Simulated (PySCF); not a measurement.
Problem. Write Cartesian coordinates for InChI=1S/CH3N/c1-2/h2H,1H2 as optimised with GFN2-xTB.

Solution. 
```xyz
5
CH3N angstrom
C     -0.388    0.008   -0.175
N      0.736   -0.533   -0.221
H     -0.615    1.061   -0.375
H     -1.235   -0.614    0.087
H      1.511    0.081   -0.472
```

Any rigid rotation of these coordinates is as good. Atoms count from 1 in this order. N2 (imine nitrogen) is bent (angle 115.6°).

Bonds between heavy atoms (Å): C1=N2 1.248.

Structure optimised with GFN2-xTB, isolated species.

Point group: Cs (tolerance 0.08 Å). No frequency check.

All values are computed, not measured.


Q: Give a PBE0-D3(BJ)/def2-SVP geometry of SiICl3, `Cl[Si](Cl)(Cl)I`.

A: 
Z-matrix in Å and degrees, rows numbered from 1:
```
Si
I   1  2.4160
Cl  1  2.0404  2  109.95
Cl  1  2.0419  2  110.25  3  -119.93
Cl  1  2.0416  2  110.31  3   119.83
```

Si1 (silicon bonded to 3 Cl and I) is tetrahedral (angles from 108.7° to 110.3°). All 3 Cl–Si bonds measure 2.040 to 2.042 Å.

Method: PBE0-D3(BJ)/def2-SVP geometry optimisation, gas phase, def2 core potentials past Kr (PySCF 2.14.0).

Point group: C3v (every atom within 0.08 Å of its image). PBE0-D3(BJ)/def2-SVP frequencies: not computed here.

Time: 19 s of wall time. Hardware: Arm Neoverse V2, one thread (shared host). These figures are those of the optimisation.
